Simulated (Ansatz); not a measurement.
Single points on SiH3(NHMe) (CH7NSi).

```yaml
crystal:
  periodic: [false, false, false]
  atoms:
    - {symbol: Si, position_ang: [0.553364, 0.956583, 0.863493]}
    - {symbol: H, position_ang: [0.531895, 0.933395, 2.349252]}
    - {symbol: H, position_ang: [1.967125, 1.020182, 0.389574]}
    - {symbol: H, position_ang: [-0.102048, 2.205841, 0.376528]}
    - {symbol: N, position_ang: [-0.253509, -0.453915, 0.335936]}
    - {symbol: C, position_ang: [-0.477824, -0.824493, -1.041133]}
    - {symbol: H, position_ang: [-0.623461, -1.095968, 1.014667]}
    - {symbol: H, position_ang: [-1.543687, -0.882952, -1.290395]}
    - {symbol: H, position_ang: [-0.036975, -0.073848, -1.702371]}
    - {symbol: H, position_ang: [-0.014879, -1.784826, -1.295551]}
basis:
  gaussian: {orbitals: def2-TZVP, initial_orbitals: start.molden}
correlation: {method: mp2}
scf: {omitted_lower_state_checks: [starts]}
output: {orbitals: {seedname: orbitals}}
```

The file start.molden holds the orbitals of an earlier run on this structure, at another level or in another basis.

```sh
$ ansatz run in.yaml --threads 4 --pin off --events-out ev --progress --plain --max-ram 3916MiB
```

Shortened log:

```
Functional definition: HF
961 factors; integrals over basis functions are off by at most 1.3e-3 eV
mean field evaluation 1: about -10486.1325 eV, gradient 2.4e1 eV
mean field evaluation 2: about -10486.6587 eV, gradient 5.9e-1 eV
mean field evaluation 4: about -10486.8001 eV, gradient 3.0e-3 eV
mean field evaluation 8: about -10486.8001 eV, gradient 2.7e-6 eV
mean field -10486.80014138 eV, -385.3827969872 hartree, gradient 2.5e-6 eV, S^2 0.000000; 0 other end points of the search recorded, 0 dependent functions left out
7 core orbitals not correlated: weight in the atoms' cores, before any rotation towards them, 1.000 or more for the frozen orbitals, at most 0.000 for the correlated occupied ones
reference -10486.80014138 eV, -385.3827969872 hartree; 10, 10 occupied and 124, 124 virtual orbitals, 961 factors
second order -13.64844542 eV of doubles, -0.00000000 eV of singles
Total energy: -10500.44858680 eV, -385.8843681050 hartree
Checks for a lower state left out: starts
```

It took 0.6 s on 4 threads of Arm Neoverse V2 on a shared host.

The first input with `hamiltonian: {xc: {name: wB97M-V}}` and without the key `correlation` (abridged; 3 s):

```
Functional definition: wB97M-V
mean field -10518.02777859 eV, -386.5303914878 hartree, gradient 1.8e-5 eV, S^2 0.000000
Total energy: -10518.02782904 eV, -386.5303933421 hartree
Checks for a lower state left out: starts
```

As the first input, with `hamiltonian: {xc: pbe0, dispersion: d4}` and without the key `correlation` (abridged; 0.95 s):

```
Functional definition: PBE0
mean field -10513.68049151 eV, -386.3706316344 hartree, gradient 2.5e-5 eV, S^2 0.000000
Total energy: -10513.81050170 eV, -386.3754094208 hartree
Checks for a lower state left out: starts
```

The first input with `hamiltonian: {xc: r2scan, dispersion: d4}` and without the key `correlation` (abridged; 1.4 s):

```
Functional definition: r2SCAN
mean field -10517.84037858 eV, -386.5235046645 hartree, gradient 2.5e-5 eV, S^2 0.000000
Total energy: -10517.87845244 eV, -386.5249038530 hartree
Checks for a lower state left out: starts
```

The first input with `gaussian: {orbitals: def2-SVP, initial_orbitals: start.molden}`, `hamiltonian: {xc: pbe0, dispersion: d4}` and without the key `correlation` (abridged; 0.5 s):

```
Functional definition: PBE0
mean field -10507.90460781 eV, -386.1583718233 hartree, gradient 7.7e-6 eV, S^2 0.000000
Total energy: -10508.03461295 eV, -386.1631494242 hartree
Checks for a lower state left out: starts
```

The first input with `hamiltonian: {xc: {name: PBE-QIDH}}` and without the key `correlation`, `output` (abridged; 1.5 s):

```
Functional definition: PBE-QIDH
mean field -10505.75639049 eV, -386.0794262930 hartree, gradient 9.1e-7 eV, S^2 0.000000
7 core orbitals not correlated: weight in the atoms' cores, before any rotation towards them, 1.000 or more for the frozen orbitals, at most 0.000 for the correlated occupied ones
second order -15.38263905 eV of doubles, -0.00000000 eV of singles
Total energy: -10510.88394964 eV, -386.2678606161 hartree
Checks for a lower state left out: starts
```

The first input with `gaussian: {orbitals: def2-TZVPP, initial_orbitals: start.molden}`, `correlation: {method: ccsd_t}` (abridged; 25 s):

```
Functional definition: HF
mean field -10486.87006515 eV, -385.3853666383 hartree, gradient 2.6e-6 eV, S^2 0.000000
7 core orbitals not correlated: weight in the atoms' cores, before any rotation towards them, 1.000 or more for the frozen orbitals, at most 0.000 for the correlated occupied ones
second order -14.22751210 eV of doubles, -0.00000000 eV of singles
cycle   1  -14.92101935 eV  change   -6.9e-1 eV  update   7.7e-2
cycle   2  -15.33119011 eV  change   -4.1e-1 eV  update   2.3e-2
cycle   3  -15.38129382 eV  change   -5.0e-2 eV  update   8.6e-3
cycle   4  -15.37707486 eV  change    4.2e-3 eV  update   2.2e-3
cycle   5  -15.37735742 eV  change   -2.8e-4 eV  update   8.7e-4
cycle   6  -15.37729033 eV  change    6.7e-5 eV  update   2.4e-4
cycle   7  -15.37722046 eV  change    7.0e-5 eV  update   7.4e-5
cycle   8  -15.37722871 eV  change   -8.3e-6 eV  update   2.7e-5
cycle   9  -15.37722752 eV  change    1.2e-6 eV  update   8.4e-6
perturbative correction -0.53104002 eV, -0.0195153606 hartree
Total energy: -10502.77833269 eV, -385.9699846873 hartree
Checks for a lower state left out: starts
```

Geometry: PBE0-D4/def2-TZVP.

Correlated methods freeze 7 core orbitals.
